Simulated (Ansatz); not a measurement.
What does this script print? It uses the Python package of Ansatz (0.2.0).

The script, `run_conformers.py`:
```python
"""Conformer energies of C3H7NO2."""

import ansatz as az
from rdkit import Chem
from rdkit.Chem import AllChem

BASIS = "6-31G*"
XC = "r2scan"

rd = Chem.AddHs(Chem.MolFromSmiles("COC(O)C=N"))
ids = list(AllChem.EmbedMultipleConfs(rd, numConfs=20, randomSeed=404, pruneRmsThresh=0.4))
field = [energy for _, energy in AllChem.MMFFOptimizeMoleculeConfs(rd)]
distinct = {round(e, 2): i for i, e in zip(ids, field)}
chosen = sorted(distinct.items())[:3]
found = []
for force_field, index in chosen:
    c3h7no2 = az.Crystal.molecule()
    for atom, xyz in zip(rd.GetAtoms(), rd.GetConformer(index).GetPositions()):
        c3h7no2 = c3h7no2.atom(atom.GetSymbol(), xyz.round(5).tolist())
    model = c3h7no2.calculation().basis(gaussian=BASIS).functional(XC)
    found.append(model.run().report["free_energy_ev"])
print("conformer   MMFF (kcal/mol)   this level (kcal/mol)")
for (force_field, index), e in zip(chosen, found):
    print(f"{index:9d} {force_field - chosen[0][0]:17.2f} {23.060548 * (e - min(found)):17.3f}")
```

Output of `python run_conformers.py`:
```text
conformer   MMFF (kcal/mol)   this level (kcal/mol)
        1              0.00             0.000
        5              4.32             1.609
        0              4.84             4.723
```

The conformers keep their force-field geometries. Finished in 15 s on 1 thread of Arm Neoverse V2, with other jobs on the host, peak memory 0.28 GiB.
